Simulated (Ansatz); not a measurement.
## A ladder of methods for SiH2Cl (chlorosilyl radical)

SiH2Cl has 4 atoms, charge 0, and is taken as a doublet. SMILES: `[SiH2]Cl`. The shape is that of a GFN2-xTB optimisation.

```xyz
4

Si   -0.2836    0.2377    0.1316
Cl    1.5977   -0.0596    0.8111
H    -1.0650   -0.9783    0.2633
H    -0.2491    0.8002   -1.2060
```

Quantity: the energy change with the Si1–H4 bond stretched from 1.451 to 2.903 Å, in eV. The values are calculated.

| level | kind | program | value (eV) | CPU time (all runs) |
| --- | --- | --- | --- | --- |
| UPBE/STO-3G | GGA | Ansatz | 3.81 | 3.5 s |
| U-r2SCAN/STO-3G | meta-GGA | Ansatz | 3.92 | 8.4 s |
| U-wB97M-V/STO-3G | range-separated hybrid | Ansatz | ? | 33 s |
| U-wB97X/STO-3G | range-separated hybrid | Ansatz | 4.07 | 17 s |
| UHSE06/STO-3G | range-separated hybrid | Ansatz | ? | 4.3 s |
| UBCCD(T)/STO-3G | coupled cluster or CI | Ansatz | 3.54 | 0.81 s |
| UCCSD/STO-3G | coupled cluster or CI | Ansatz | 3.55 | 0.7 s |
| FCI/STO-3G | exact in the basis | Ansatz | 3.54 | 0.86 s |

(1) Estimate what the levels marked ? give.

Answers

(1) As computed at these levels: U-wB97M-V/STO-3G: 3.87 eV; UHSE06/STO-3G: 3.90 eV. The first shape isn't each level's own minimum. The values span 3.54 to 4.07 eV. Spin contamination of the reference (⟨S²⟩ at least 0.1 too high) touches U-r2SCAN/STO-3G, UBCCD(T)/STO-3G, UCCSD/STO-3G. All rows use very small basis sets, so even the best lies far from the true value. Times are those of the runs behind each value, whatever else they computed, on shared processors of several kinds: orders of magnitude only.
